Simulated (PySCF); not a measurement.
These 2 structures share the formula [C4H3OS]- (charge -1). Method: PBE0-D3(BJ)/def2-SVP geometry optimisation, gas phase in PySCF. Energies are electronic, without zero-point or thermal terms, for one conformer each. No frequencies were run at this level. Point groups hold within 0.08 Å.

Question: Rank from lowest to highest electronic energy at this level (kJ/mol).
A. `[O-]C1=CC=CS1`
B. `[S-]c1ccco1`

Answer: A (0.0), B (24.9).

```tsv
SMILES	E (Eh)	E rel (kJ/mol)	dipole about centre of mass (D)	point group	A, B, C (MHz)
[O-]c1cccs1	-626.98285	0.0	2.79	Cs	5213, 3343, 2037
[S-]c1ccco1	-626.97338	24.9	4.40	Cs	9315, 2174, 1763
```

Question: How do the relative energies change in single points at B97-2/pcSseg-2 (no added dispersion term) on the same geometries?

Answer: 
```csv
SMILES,PBE0-D3(BJ)/def2-SVP (kJ/mol),B97-2/pcSseg-2 (kJ/mol),shift
[O-]c1cccs1,0.0,0.0,0.0
[S-]c1ccco1,24.9,27.0,+2.1
```

Each column counts from its own lowest isomer. The order is unchanged; the largest shift is 2.1 kJ/mol.
